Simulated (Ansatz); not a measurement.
A nudged elastic band was laid between two geometries of CH₃LiN (6 atoms, charge 0, multiplicity 2).

Method: UKS PBE-D4/6-31G* in Ansatz.

* movable images: 5
* climbing image: yes
* spring: 5.0 eV/Å²
* optimiser: quadratic models (default)
* start path: IDPP
* force threshold: 0.03 eV/Å
* iteration limit: 60
* end points: relaxed

First end point:

```xyz
6
Properties=species:S:1:pos:R:3
Li -2.232 -0.611 -0.053
N -0.286 -0.487 -0.127
C 0.543 0.488 0.180
H 0.212 -1.247 -0.614
H 1.615 0.472 -0.060
H 0.148 1.384 0.674
```

Last end point:

```xyz
6
Properties=species:S:1:pos:R:3
Li -2.228 -0.632 -0.009
N -0.285 -0.487 -0.123
C 0.543 0.491 0.173
H 0.205 -1.236 -0.634
H 0.156 1.377 0.691
H 1.608 0.487 -0.098
```

(1) Which bonds break or form, and what moves?

(2) What energy profile does the band end with?

(3) What is the geometry of the highest image?

(4) What are the harmonic wavenumbers there?

## Answers

(1) No bond is made or broken. The dihedral Li1–N2–C3–H5 goes from -170 to 8°. The two ends are copies of one structure, up to a mirror image or an exchange of like atoms.

(2) It converged. The highest image is number 3 of 0 to 6, 0.86 eV above the ends, which have the same energy within 2 meV. A vibrational analysis at the climbing image gives one clearly imaginary mode, 1187i cm⁻¹: a first-order saddle point.

| image | path coordinate (Å) | energy (eV) | dihedral Li1–N2–C3–H5 (°) |
| --- | --- | --- | --- |
| 0 | 0.00 | 0.00 | -170 |
| 1 | 0.79 | 0.07 | 148 |
| 2 | 1.57 | 0.09 | 117 |
| 3 | 2.36 | 0.86 | 95 |
| 4 | 3.10 | 0.11 | 84 |
| 5 | 3.84 | 0.07 | 40 |
| 6 | 4.58 | 0.00 | 8 |

(3) 
```xyz
6
Properties=species:S:1:pos:R:3
Li -1.176 -0.880 1.121
N -0.369 -0.581 -0.421
C 0.355 0.452 0.129
H -0.232 -0.821 -1.407
H 1.384 0.317 0.528
H 0.037 1.514 0.050
```

(4) 1187i, 274, 275, 714, 785, 958, 1105, 1243, 1509, 2877, 2907, 3384 cm⁻¹.

The run took 3.7 min on 1 thread of Arm Neoverse V2, on a shared host, peak memory 0.12 GiB.
